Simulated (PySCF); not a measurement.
Record of a relaxation.

C₄H₅N.
Atom-mapped SMILES: `[cH:1]1[cH:2][cH:3][nH:4][cH:5]1` (hydrogens: H6 on C1; H7 on C2; H8 on C3; H9 on N4; H10 on C5)

Method: PBE/def2-SVPD geometry optimisation, gas phase (PySCF 2.14.0); density fitting, grid level 1; the optimiser is geomeTRIC in internal coordinates, started from a GFN2-xTB structure. The frame can shift and turn from step to step; on so coarse a grid that alone can change the energy by a few meV, and forces under 0.02 eV/Å are noise.

Step 0: E = -5708.0361 eV, largest atomic force 0.847 eV/Å
```
atom  x, y, z in Å  |  force x, y, z in eV/Å
C1      0.399    1.117   -0.037   -0.112   0.482  -0.034
C2     -0.948    0.706   -0.091   -0.175   0.459  -0.032
C3     -0.957   -0.659   -0.022   -0.588  -0.528  -0.003
N4      0.329   -1.087    0.072    0.140  -0.475   0.028
C5      1.162   -0.013    0.063    0.777  -0.108   0.049
H6      0.759    2.126   -0.069    0.334   0.778  -0.021
H7     -1.805    1.345   -0.172   -0.700   0.457  -0.061
H8     -1.776   -1.351   -0.031   -0.597  -0.534  -0.007
H9      0.620   -2.048    0.136    0.126  -0.420   0.030
H10     2.226   -0.131    0.128    0.795  -0.112   0.050
```

Step 1: E = -5708.1357 eV, largest atomic force 0.160 eV/Å
```
atom  x, y, z in Å  |  force x, y, z in eV/Å
C1      0.479    1.137   -0.096    0.047   0.152  -0.005
C2     -0.886    0.722   -0.149   -0.123   0.100  -0.011
C3     -0.902   -0.665   -0.078   -0.026  -0.091   0.004
N4      0.406   -1.090    0.014    0.021  -0.073   0.004
C5      1.258   -0.007    0.006    0.073  -0.063   0.006
H6      0.854    2.165   -0.128   -0.005  -0.015   0.001
H7     -1.766    1.368   -0.230    0.013  -0.010   0.002
H8     -1.732   -1.377   -0.087    0.004  -0.005   0.001
H9      0.699   -2.060    0.080   -0.004   0.012   0.000
H10     2.342   -0.137    0.072   -0.001  -0.007   0.000
```

Step 2: E = -5708.1359 eV, largest atomic force 0.090 eV/Å
```
atom  x, y, z in Å  |  force x, y, z in eV/Å
C1      0.480    1.140   -0.096   -0.003  -0.026   0.001
C2     -0.887    0.725   -0.148    0.016  -0.019   0.002
C3     -0.901   -0.664   -0.078   -0.051  -0.035   0.001
N4      0.406   -1.093    0.014   -0.026   0.086  -0.008
C5      1.257   -0.008    0.005    0.063  -0.001   0.003
H6      0.857    2.167   -0.128    0.003  -0.005   0.000
H7     -1.768    1.370   -0.229    0.001  -0.005   0.001
H8     -1.730   -1.377   -0.086   -0.005  -0.001   0.000
H9      0.699   -2.063    0.080   -0.002   0.005   0.000
H10     2.341   -0.140    0.071    0.004   0.001   0.000
```

Step 3: E = -5708.1354 eV, largest atomic force 0.163 eV/Å
```
atom  x, y, z in Å  |  force x, y, z in eV/Å
C1      0.481    1.140   -0.096   -0.041  -0.076   0.002
C2     -0.888    0.725   -0.148    0.078  -0.040   0.006
C3     -0.905   -0.666   -0.078    0.103   0.125   0.000
N4      0.404   -1.088    0.014    0.019  -0.062   0.003
C5      1.262   -0.009    0.005   -0.156   0.046  -0.011
H6      0.858    2.167   -0.128   -0.001   0.014  -0.001
H7     -1.768    1.370   -0.228   -0.007   0.013  -0.001
H8     -1.734   -1.380   -0.085    0.007   0.003   0.001
H9      0.696   -2.059    0.080    0.005  -0.020   0.001
H10     2.346   -0.143    0.070   -0.008  -0.003  -0.001
```

Step 4: E = -5708.1361 eV, largest atomic force 0.035 eV/Å
```
atom  x, y, z in Å  |  force x, y, z in eV/Å
C1      0.481    1.139   -0.096   -0.010  -0.022   0.001
C2     -0.887    0.725   -0.148    0.021  -0.013   0.002
C3     -0.903   -0.665   -0.078    0.020   0.029   0.001
N4      0.405   -1.090    0.014    0.004  -0.011  -0.001
C5      1.260   -0.009    0.004   -0.033   0.012  -0.002
H6      0.858    2.167   -0.128    0.001   0.004  -0.001
H7     -1.767    1.370   -0.228   -0.002   0.004   0.000
H8     -1.732   -1.378   -0.085    0.000   0.001   0.000
H9      0.697   -2.061    0.080    0.001  -0.004   0.000
H10     2.343   -0.142    0.070   -0.001   0.000  -0.001
```

Step 5: E = -5708.1361 eV, largest atomic force under 0.02 eV/Å
```
atom  x, y, z in Å  |  force x, y, z in eV/Å
C1      0.481    1.139   -0.096    0.000   0.000   0.000
C2     -0.887    0.725   -0.147   -0.001   0.001   0.001
C3     -0.903   -0.664   -0.077    0.000   0.000   0.000
N4      0.404   -1.091    0.014    0.000  -0.001   0.000
C5      1.259   -0.009    0.004    0.001   0.000  -0.001
H6      0.858    2.166   -0.129    0.000   0.000   0.000
H7     -1.767    1.371   -0.227    0.000   0.000   0.001
H8     -1.733   -1.376   -0.085    0.000   0.001   0.000
H9      0.696   -2.062    0.080    0.000   0.000   0.000
H10     2.342   -0.142    0.069    0.000   0.000  -0.001
```

Question: Summarise the path.

Answer: The energy falls by 9.66 kJ/mol from step 0 to step 5; nine tenths of that is first reached at step 1. It rises by more than 0.2 meV at step 3. The largest force goes from 0.847 to under 0.02 eV/Å. Among the bonds C1–C5 changes most (a near tie, within 0.001 Å, with another), from 1.367 to 1.391 Å; the atoms move by 0.031 Å rms after alignment.

Question: Follow the three bonds and two angles with the largest change from start to end.

Answer: 
```tsv
step	E above end (kJ/mol)	largest force (eV/Å)	C1–C5 (Å)	C2–C3 (Å)	C1–H6 (Å)	C3–N4–C5 (°)	C2–C3–H8 (°)
0	9.66	0.847	1.367	1.367	1.072	109.3	130.4
1	0.05	0.160	1.388	1.388	1.095	110.1	131.2
2	0.02	0.090	1.391	1.391	1.095	109.9	131.1
3	0.07	0.163	1.393	1.392	1.094	110.5	131.4
4	0.00	0.035	1.391	1.391	1.095	110.2	131.3
5	0.00	under 0.02	1.391	1.391	1.095	110.2	131.2
```

The cost below is that of the whole optimisation. Time: 25 s of wall time; peak memory 0.49 GiB. Hardware: one thread of an Arm Neoverse V2, no GPU, shared host with 96 logical CPUs at a one-minute load of 53.
